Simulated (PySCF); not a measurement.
Compound: P4.
Structure used (PBE0-D3(BJ)/def2-SVP), in Å, numbered top down from 1:
```
atom  x, y, z in Å
P1     1.2358   -0.2020   -0.5320
P2    -0.4504    1.2046   -0.3817
P3    -0.8273   -0.9632   -0.4557
P4     0.0799   -0.0647    1.3364
```

Level: B3LYP/def2-SVPD in PySCF, non-relativistic, on one gas-phase PBE0-D3(BJ)/def2-SVP geometry that isn't relaxed in the solvent. The solvent is an IEF-PCM continuum (cavity from Bondi-type radii × 1.2), and excitations are vertical TDDFT with non-equilibrium linear response and a frozen core. The model holds no explicit solvent molecules, cavitation or dispersion.

Gas-phase singlets (H = HOMO, L = LUMO):

```
state  E (eV)  λ (nm)      f  leading configurations
   S1   5.201     238  0.000      H→L+2 56%, H→L 36%
   S2   5.205     238  0.000  H-1→L+1 46%, H→L+2 19%
   S3   5.205     238  0.000  H-1→L 38%, H-1→L+1 22%
   S4   5.470     227  0.000  H→L+3 55%, H-1→L+4 18%
   S5   5.470     227  0.000  H→L+4 58%, H-1→L+3 20%
```

Problem. How does the list change in chloroform (ε = 4.711)?

Solution. 
| state | E (eV) | λ (nm) | f | leading configurations | change by rank (eV) |
| --- | --- | --- | --- | --- | --- |
| S1 | 5.199 | 238 | 0.000 | H→L+2 56%, H→L 36% | -0.002 |
| S2 | 5.202 | 238 | 0.000 | H-1→L+1 48%, H→L+2 19% | -0.003 |
| S3 | 5.202 | 238 | 0.000 | H-1→L 41%, H-1→L+1 20% | -0.003 |
| S4 | 5.453 | 227 | 0.000 | H→L+3 52%, H-1→L+4 17% | -0.017 |
| S5 | 5.454 | 227 | 0.000 | H→L+4 55%, H-1→L+3 20% | -0.016 |

Problem. How does the list change in dimethylsulfoxide (ε = 46.83)?

Solution. 
| state | E (eV) | λ (nm) | f | leading configurations | change by rank (eV) |
| --- | --- | --- | --- | --- | --- |
| S1 | 5.200 | 238 | 0.000 | H→L+2 56%, H→L 35% | -0.001 |
| S2 | 5.203 | 238 | 0.000 | H-1→L+1 39%, H-1→L 20% | -0.002 |
| S3 | 5.203 | 238 | 0.000 | H-1→L 35%, H-1→L+1 28% | -0.002 |
| S4 | 5.453 | 227 | 0.000 | H→L+3 48%, H→L+4 22% | -0.017 |
| S5 | 5.453 | 227 | 0.000 | H→L+4 50%, H-1→L+3 19% | -0.017 |

Problem. How do the frontier levels move from gas to dimethylsulfoxide?

Solution. 
```csv
orbital,gas (eV),solvent (eV),change (eV)
LUMO+2,-0.89,-0.76,+0.13
LUMO+1,-0.89,-0.76,+0.13
LUMO,-0.89,-0.76,+0.13
HOMO,-7.36,-7.23,+0.13
HOMO-1,-7.37,-7.23,+0.14
HOMO-2,-8.17,-8.03,+0.14
HOMO-3,-8.17,-8.03,+0.14
```

The HOMO–LUMO gap goes from 6.47 to 6.47 eV.
